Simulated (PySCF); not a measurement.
Gas-phase reaction: 2 B(CH₃)₃ + 3 F = B₂H₆ + 3 CHF + 3 CH₃

Energies from PySCF, thermal terms from the rigid-rotor harmonic-oscillator model, ideal gas at 1 bar. † marks an energy on the PBE0/def2-TZVP geometry and frequencies. MP2 freezes the core. Open shells (unrestricted): F (multiplicity 2), CH₃ (multiplicity 2); the rest are closed-shell singlets. Spin-orbit splitting is ignored; it lowers the true energy and changes the entropy of F. CHF: computed as isolated molecules; such fragments, hydroxides, amides, oligomers or adducts are transient or little studied in the gas. MP2 isn't extrapolated to the basis-set limit.

ωB97X-V/def2-TZVP† gives ΔH°(298 K) = 927 kJ.

Problem. What do HF/def2-TZVP†, LDA/def2-TZVP†, MP2/def2-TZVPP† give?

Solution. HF/def2-TZVP†: 993 kJ; LDA/def2-TZVP†: 925 kJ; MP2/def2-TZVPP†: 950 kJ. For scale, ΔH°(298 K) is 927 kJ at this level, 914 kJ at ωB97M-V/def2-TZVP†, and runs from 775 to 1041 kJ over the 18 levels computed.
